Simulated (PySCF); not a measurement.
F2O, optimised at PBE/def2-SVP:

```xyz
3

F      0.5904     0.2199    -1.1531
O     -0.0305     0.1145     0.1160
F     -0.7674    -1.0943     0.0594
```

Energies from PySCF (xtb for GFN2), thermal terms from the rigid-rotor harmonic-oscillator model, ideal gas at 1 bar. 6-31G* has spherical d functions here. All species are closed-shell singlets. B3LYP is the form with VWN-RPA correlation.

Task: List the harmonic frequencies (cm⁻¹, unscaled) at this level and at the other levels, each on its own geometry.

Result: 
- PBE/def2-SVP: 453, 786, 965
- B3LYP/6-31G*: 468, 902, 1017
- GFN2-xTB: 433, 790, 949
- HF/6-31G*: 568, 1186, 1189
- PBE0/def2-TZVP: 508, 949, 1066
